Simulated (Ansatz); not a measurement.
# AlClH2: the cost of one run

Method: RHF/6-31G*, in Ansatz 0.2.0.

## Step 1: The structure to begin with

Bond lengths: Al1–Cl2 2.430 Å, Al1–H3 1.760 Å, Al1–H4 1.560 Å. Angles: Cl2–Al1–H3 50.0°, Cl2–Al1–H4 159.3°, H3–Al1–H4 150.7°.

Structure file:

```xyz
4

Al    0.0000    0.0000    0.0000
Cl    1.5382    0.0000    1.8812
H     1.7598    0.0000    0.0230
H    -1.3510    0.0000   -0.7800
```

## Step 2: A restrained relaxation towards end A

Springs on the bonds that form and break draw the guess towards this end; the thresholds are loose.

Input file input.yaml:

```yaml
crystal:
  periodic: [false, false, false]
  atoms:
    - { symbol: Al, position_ang: [0.0, 0.0, 0.0] }
    - { symbol: Cl, position_ang: [1.5382, 0.0, 1.8812] }
    - { symbol: H, position_ang: [1.7598, 0.0, 0.023] }
    - { symbol: H, position_ang: [-1.351, 0.0, -0.78] }
basis:
  gaussian: { orbitals: "6-31G*" }
hamiltonian:
  xc: hf
relax:
  f_tol: 0.15
  max_steps: 25
  restrain:
    - { distance: [1, 2], at: 2.57, k: 30.0 }
    - { distance: [0, 1], at: 2.23, k: 30.0 }
    - { distance: [0, 2], at: 1.56, k: 30.0 }
```

The run is started by

```bash
ansatz run input.yaml --threads 1 --pin off --max-ram 2048MiB --backend cpu --events-out ev --progress --plain --runs-dir out
```

**Question.** How long does this run take on 1 thread of Arm Neoverse V2, shared host, and how much memory does it need?

About 2.2 s, with a peak of 0.088 GiB.
